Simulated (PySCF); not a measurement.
How methods differ on the electron affinity of F

F⁻ [Ne] (1S) → F [He] 2s2 2p5 (2P), as a difference of total energies. All numbers are calculated (PySCF 2.14, the spin-free X2C one-electron Hamiltonian (Gaussian nucleus), in x2c-QZVPPall with one added diffuse shell each of s, p, d, f type (8s5p4d3f1g, 73 functions)). Correlated levels: valence: 1s2 frozen. The calculations carry no spin-orbit coupling.

```json
{"method": "UHF", "electron affinity (eV)": "1.163"}
{"method": "MP2 (valence)", "electron affinity (eV)": "3.674"}
{"method": "SCS-MP2 (valence)", "electron affinity (eV)": "3.493"}
{"method": "CCSD (valence)", "electron affinity (eV)": "3.169"}
{"method": "CCSD(T) (valence)", "electron affinity (eV)": "3.341"}
```

**Question.** How much does correlation contribute at CCSD(T) (valence)?

**Answer.** 3.341 − (1.163) = 2.178 eV, measured against UHF.

A first-order spin-orbit estimate (lowest level to lowest level, LS coupling) adds -0.018 eV.

Errors of the correlated levels include the incompleteness of this basis and the frozen core.

For comparison: 3.401 eV (measured; photodetachment measurements, as compiled on the Wikipedia data page of electron affinities).
